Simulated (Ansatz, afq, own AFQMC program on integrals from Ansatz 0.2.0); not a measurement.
CH2N, quartet → CH$_{2}$N⁺, quintet, worked out

```xyz
4

N     0.0000    0.0000    0.5481
C     0.0000    0.0000   -0.8171
H     0.0000    0.8633    1.0602
H     0.0000   -0.8633    1.0602
```

Connectivity, by distances: NH2–C.

Both states at this geometry.

Basis cc-pVDZ. Only valence electrons are correlated. AFQMC by an in-house program on the Cholesky factors that Ansatz 0.2.0 writes for its CCSD(T) run. ph-AFQMC/CISD is guided by a CISD state made of CCSD amplitudes; releasing the constraint for a short imaginary time cuts its bias at the price of noise, slowly where states lie close. Uncertainties: one standard error, sampling alone.

Total energies in eV. CBS is CCSD(T) at the limit of def2-TZVPP/QZVPP (extrapolated itself); the highest rung of each member is named.

Cautions: CH₂N (quartet): another spin lies lower, the released energies are still falling, so no released level is given (meV from the phaseless value at times in 1/Eh: -1.0 ± 1.2 at 0.24, -3.5 ± 2.1 at 0.51, -5.3 ± 2.0 at 0.99, -9 ± 3 at 1.62, 54 ± 71 at 2.40), though the last usable value meets CCSDT(Q) within the noise; CH₂N⁺ (quintet): another spin lies lower, the ph-AFQMC/CISD walk drifts between its halves (2.7 errors); this isn't the first ionization.

| member | count | CCSD(T)/cc-pVDZ | highest rung in cc-pVDZ | which | CCSD(T)/CBS |
| --- | --- | --- | --- | --- | --- |
| CH₂N⁺, quintet | +1 | -2534.7475 | -2534.7669 | CCSDT(Q) | -2537.7283 |
| CH₂N, quartet | -1 | -2545.5465 | -2545.5735 | CCSDT(Q) | -2549.1292 |

**Question.** Work out the best estimate of the vertical ionization energy: the CCSD(T)/CBS difference plus the step from CCSD(T) to the highest rung.

**Answer.** Sums with the counts: CCSD(T)/CBS 11.4009 eV, highest rung 10.8066 eV, CCSD(T)/cc-pVDZ 10.7990 eV. The step is 10.8066 − 10.7990 = 0.0076 eV, so the best estimate is 11.4009 + (0.0076) = 11.4085 eV = 1100.8 kJ/mol. The basis set is worth 0.602 eV of it. Zero-point, core-correlation and spin–orbit terms aren't in it.

Best estimates are given only where the step beyond CCSD(T) is under 0.3 eV and no member's determinant is very poor (T1 over 0.05, or 0.07 for open shells, ⟨S²⟩ too high by 0.3, two states mixed), so the hardest cases are missing from such tables.

CCSDT and higher add their correlation energy to the determinant of the CCSD(T) run, since their own runs factorise the integrals more tightly (a shift of under 2 meV). Each member of a difference takes its own highest rung, so a best estimate needn't equal the limit plus the step of one row.
